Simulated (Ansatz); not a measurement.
# Relaxing calcium (fcc)

Level of theory: Ansatz 0.2.0, DFT, RPBE, plane waves (420 eV) with PAW, scalar-relativistic. (PAW data from PBE, frozen cores regenerated.)

k-point mesh 10×10×10, Fermi-Dirac smearing 0.1 eV, no spin polarisation. Cell and atoms relax.

Starting structure:

```
CELL_PARAMETERS angstrom
0.00000 2.79420 2.79420
2.79420 0.00000 2.79420
2.79420 2.79420 0.00000
ATOMIC_POSITIONS crystal
Ca 0.00000 0.00000 0.00000
```

Task: The pressure at the start is 0.3 GPa. By how much does the volume change?

Result: From 43.63 to 44.42 Å³ per atom, 1.8 %. The final cell has a = 5.622 Å.

Task: How much energy does the relaxation gain?

Result: 0.7 meV per atom.

Path of the relaxation (the plane waves are chosen anew near the end, which can shift the energy a little):

```json
{"step": "0", "E − E(final) (meV/atom)": "0.75", "V (Å³/atom)": "43.632", "P (GPa)": "0.30", "max force (eV/Å)": "0.000"}
{"step": "1", "E − E(final) (meV/atom)": "0.26", "V (Å³/atom)": "43.973", "P (GPa)": "0.17", "max force (eV/Å)": "0.000"}
{"step": "2", "E − E(final) (meV/atom)": "0.05", "V (Å³/atom)": "44.418", "P (GPa)": "0.00", "max force (eV/Å)": "0.000"}
{"step": "3", "E − E(final) (meV/atom)": "0.00", "V (Å³/atom)": "44.418", "P (GPa)": "0.00", "max force (eV/Å)": "0.000"}
```
